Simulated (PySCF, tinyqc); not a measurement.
Worked calculation: CIS on RHF in the sto-6g basis, frozen core, for OH-, spin multiplicity 1. The basis has no diffuse functions, so it cannot describe the extra electron: this is an exercise in the method, not the real anion. The lowest restricted solution is unstable here: a spin-polarised one lies 0.0003 hartree lower (PySCF). One step of it, computed by the program tinyqc.

Problem. Integrals over molecular orbitals. (pq|rs) = sum C_ip C_jq C_kr C_ls (ij|kl), one index at a time.

coefficients C, order 1O 1s, 1O 2s, 1O 2px, 1O 2py, 1O 2pz, 2H 1s:
$$\begin{pmatrix}
0.996972 & -0.244786 & 0.048196 & 0.000000 & 0.000000 & -0.038033 \\
0.012884 & 0.999658 & -0.258208 & 0.000000 & 0.000000 & 0.200126 \\
0.000000 & 0.000000 & 0.000000 & 0.992806 & 0.119730 & 0.000000 \\
0.000000 & 0.000000 & 0.000000 & -0.119730 & 0.992806 & 0.000000 \\
0.000763 & -0.022919 & 0.443370 & 0.000000 & 0.000000 & 0.920265 \\
-0.001564 & 0.106519 & 0.824478 & 0.000000 & 0.000000 & -0.632665
\end{pmatrix}$$

core Hamiltonian H = T + V (hartree), order 1O 1s, 1O 2s, 1O 2px, 1O 2py, 1O 2pz, 2H 1s:
$$\begin{pmatrix}
-32.286509 & -7.129452 & 0.000000 & 0.000000 & -0.006787 & -0.503641 \\
-7.129452 & -8.512961 & 0.000000 & 0.000000 & -0.080756 & -1.330786 \\
0.000000 & 0.000000 & -6.810731 & 0.000000 & 0.000000 & 0.000000 \\
0.000000 & 0.000000 & 0.000000 & -6.810731 & 0.000000 & 0.000000 \\
-0.006787 & -0.080756 & 0.000000 & 0.000000 & -6.850156 & -1.090263 \\
-0.503641 & -1.330786 & 0.000000 & 0.000000 & -1.090263 & -3.302270
\end{pmatrix}$$

Two-electron integrals (ij|kl) in chemists' order, unique and non-zero (hartree):
```
(11|11) 4.787491   (21|11) 0.675884   (21|21) 0.121505   (22|11) 1.117379
(22|21) 0.249212   (22|22) 0.817383   (31|31) 0.025762   (32|31) 0.039145
(32|32) 0.180664   (33|11) 1.117381   (33|21) 0.249212   (33|22) 0.817382
(33|33) 0.880663   (41|41) 0.025762   (42|41) 0.039145   (42|42) 0.180664
(43|43) 0.047461   (44|11) 1.117381   (44|21) 0.249212   (44|22) 0.817382
(44|33) 0.785741   (44|44) 0.880663   (51|51) 0.025762   (52|51) 0.039145
(52|52) 0.180664   (53|53) 0.047461   (54|54) 0.047461   (55|11) 1.117381
(55|21) 0.249212   (55|22) 0.817382   (55|33) 0.785741   (55|44) 0.785741
(55|55) 0.880663   (61|11) 0.050276   (61|21) 0.008678   (61|22) 0.017461
(61|33) 0.017426   (61|44) 0.017426   (61|51) 0.000425   (61|52) 0.000839
(61|55) 0.017532   (61|61) 0.000631   (62|11) 0.149622   (62|21) 0.033973
(62|22) 0.127015   (62|33) 0.124802   (62|44) 0.124802   (62|51) 0.002721
(62|52) 0.021774   (62|55) 0.131441   (62|61) 0.002449   (62|62) 0.027113
(63|31) 0.003388   (63|32) 0.020268   (63|53) 0.004289   (63|63) 0.003398
(64|41) 0.003388   (64|42) 0.020268   (64|54) 0.004289   (64|64) 0.003398
(65|11) 0.121570   (65|21) 0.027943   (65|22) 0.111143   (65|33) 0.106575
(65|44) 0.106575   (65|51) 0.005222   (65|52) 0.037224   (65|55) 0.120279
(65|61) 0.002086   (65|62) 0.028777   (65|65) 0.033459   (66|11) 0.353841
(66|21) 0.081742   (66|22) 0.350694   (66|33) 0.339950   (66|44) 0.339950
(66|51) 0.006552   (66|52) 0.074757   (66|55) 0.372181   (66|61) 0.005906
(66|62) 0.105692   (66|65) 0.126917   (66|66) 0.774999
```

Give: one-electron integrals over orbitals h = C^T H C; Two-electron integrals over orbitals.

Solution.

one-electron integrals over orbitals h = C^T H C (hartree):
$$\begin{pmatrix}
-32.2742 & 0.6340 & -0.1222 & 0.0000 & 0.0000 & 0.0990 \\
0.6340 & -7.2418 & 0.5362 & 0.0000 & 0.0000 & -0.4741 \\
-0.1222 & 0.5362 & -4.3088 & 0.0000 & 0.0000 & -1.6275 \\
0.0000 & 0.0000 & 0.0000 & -6.8107 & 0.0000 & 0.0000 \\
0.0000 & 0.0000 & 0.0000 & 0.0000 & -6.8107 & 0.0000 \\
0.0990 & -0.4741 & -1.6275 & 0.0000 & 0.0000 & -5.8492
\end{pmatrix}$$

Two-electron integrals over orbitals (pq|rs), unique and non-zero (hartree); the lowest 1 orbital is frozen and left out:
```
(22|22) 0.7710    (32|22) -0.0691   (32|32) 0.0782    (33|22) 0.4786
(33|32) 0.0390    (33|33) 0.6101    (42|42) 0.1671    (43|42) -0.0272
(43|43) 0.0175    (44|22) 0.7912    (44|32) -0.0755   (44|33) 0.4626
(44|44) 0.8807    (52|52) 0.1671    (53|52) -0.0272   (53|53) 0.0175
(54|54) 0.0475    (55|22) 0.7912    (55|32) -0.0755   (55|33) 0.4626
(55|44) 0.7857    (55|55) 0.8807    (62|22) 0.0435    (62|32) 0.0675
(62|33) 0.0094    (62|44) 0.0511    (62|55) 0.0511    (62|62) 0.1217
(63|22) 0.1912    (63|32) -0.0764   (63|33) -0.0667   (63|44) 0.1947
(63|55) 0.1947    (63|62) 0.0035    (63|63) 0.1870    (64|42) 0.0204
(64|43) 0.0175    (64|64) 0.0383    (65|52) 0.0204    (65|53) 0.0175
(65|65) 0.0383    (66|22) 0.6846    (66|32) -0.0132   (66|33) 0.5542
(66|44) 0.6772    (66|55) 0.6772    (66|62) 0.0604    (66|63) 0.1102
(66|66) 0.7009
```
